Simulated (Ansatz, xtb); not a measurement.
## Relative energy of two isomers of C3H2FNO

Structure a is `Fc1ncco1`, a singlet and structure b is `Fc1cocn1`, a singlet. Both are isolated molecules in the gas phase, relaxed with r2SCAN-D4/def2-SVP.

a (Å):

```xyz
8

C    -0.5831    1.1150   -0.0827
C    -1.0135    0.7685   -2.0992
C     0.0805    1.5771   -2.0549
F    -0.5299    1.1728    1.2166
N    -1.4318    0.4779   -0.8063
O     0.3641    1.8055   -0.7247
H    -1.5330    0.3724   -2.9708
H     0.7365    2.0513   -2.7791
```

b (Å):

```xyz
8

C    -0.9565    1.9740   -0.9443
C    -1.4317    0.7588   -1.3481
C     0.7126    0.8736   -1.5553
F    -1.6440    2.9958   -0.4777
N     0.3956    2.0391   -1.0777
O    -0.3337    0.0458   -1.7459
H    -2.4047    0.2831   -1.4141
H     1.6992    0.4923   -1.8147
```

Energies in hartree; the thermal terms are from r2SCAN-D4/def2-SVP harmonic frequencies (ideal gas, rigid rotor, one conformer each, 298.15 K, 1 atm) and include the zero-point energy:

|  | a | b |
| --- | --- | --- |
| E, CCSD(T)/def2-SVP | −344.171040 | −344.167151 |
| E, MP2/def2-SVP | −344.118662 | −344.114819 |
| E, MP2/def2-TZVPP | −344.758683 | −344.755469 |
| zero-point energy | 0.050942 | 0.050884 |
| H(298 K) − E | 0.056060 | 0.056015 |
| G(298 K) − E | 0.023388 | 0.023297 |

Q: Correct the CCSD(T) difference for the basis set by the MP2 change, then work out ΔE, ΔE₀, ΔH and ΔG for a → b in kcal/mol (1 Eh = 627.51 kcal/mol) and the equilibrium ratio [b]/[a].

A: 1. Differences b − a: CCSD(T) +0.003889, MP2 in the small set +0.003843, MP2 in the large set +0.003214 Eh.
2. ΔE = +0.003889 + (+0.003214 − (+0.003843)) = +0.003260 Eh = +2.05 kcal/mol.
3. ΔE₀ = ΔE + ΔZPE = +0.003260 + (−0.000058) Eh = +2.01 kcal/mol.
4. ΔH = ΔE + (−0.000045) Eh = +2.02 kcal/mol.
5. ΔG = ΔE + (−0.000091) Eh = +1.99 kcal/mol, so ΔS = (ΔH − ΔG)/T = +0.4 J/(mol K).
6. kT = 0.9442 mEh, so K = [b]/[a] = exp(−ΔG/kT) = exp(−3.36) ≈ 0.035.

Structure a is favoured at this temperature. An error of 1 kcal/mol in ΔG would change K by a factor of 5.4. Mirror images and further conformers aren't counted.

As drawn, both hold the same kinds of bond in the same numbers.

Other levels gave ΔE = +1.9 (GFN2-xTB); +2.9 (HF/STO-3G, GFN2-xTB geometries); +1.7 (r2SCAN-D4/def2-SVP//GFN2-xTB); +1.8 (r2SCAN-D4/def2-SVP); +3.9 (HF/def2-SVP); +2.4 (MP2/def2-SVP); +2.4 (CCSD(T)/def2-SVP) kcal/mol. The correlated steps freeze 6 core orbitals. Programs: Ansatz 0.2.0, xtb 6.7.1.
